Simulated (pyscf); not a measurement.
Thermochemistry of product channels of F–Mo(F)(F)(F)=S (SMILES [F][Mo]([F])([F])([F])=[S]) + H• (SMILES [H]) on the doublet surface, in kcal/mol, from ωB97M-D3(BJ)/def2-TZVP energies (ideal gas, 1 atm, RRHO with modes under 100 cm⁻¹ raised to 100, one conformer, R ln 2 for chiral ones without a mode under 150 cm⁻¹). Single points on ωB97X-D3(BJ)/def2-SVP structures (PySCF, gas phase).

```
products                                                                       ΔE  ΔH(298 K)  ΔG(298 K)  ΔG(900 K)
--------------------------------------------------------------------------  -----  ---------  ---------  ---------
[F–Mo(F)(F)(F)–SH]• (SMILES [F][Mo]([F])([F])([F])[SH])                       [?]      -56.0      -50.2      -37.8
S (SMILES [S]) [triplet] + [F–MoH(F)(F)–F]• (SMILES [F][MoH]([F])([F])[F])  +34.4      +37.1      +34.2      +29.1
SH• (SMILES [SH]) + F–Mo(F)(F)–F (SMILES [F][Mo]([F])([F])[F]) [triplet]      [?]       -6.6      -12.4        [?]
```

### Question
Some entries are withheld; supply them.

### Answer

- [F–Mo(F)(F)(F)–SH]• (SMILES [F][Mo]([F])([F])([F])[SH]), ΔE: -60.0
- SH• (SMILES [SH]) + F–Mo(F)(F)–F (SMILES [F][Mo]([F])([F])[F]) [triplet], ΔE: -8.5
- SH• (SMILES [SH]) + F–Mo(F)(F)–F (SMILES [F][Mo]([F])([F])[F]) [triplet], ΔG(900 K): -23.2

These are energies of the channels, which say nothing of barriers. Left out: orbital degeneracy and the spin-orbit lowering of SH, S. Open-shell species with a d-block atom are single-reference here; other states, and whether the spin sits on metal or ligand, were not checked. Elements past Kr carry the def2 core potentials, without spin-orbit coupling.
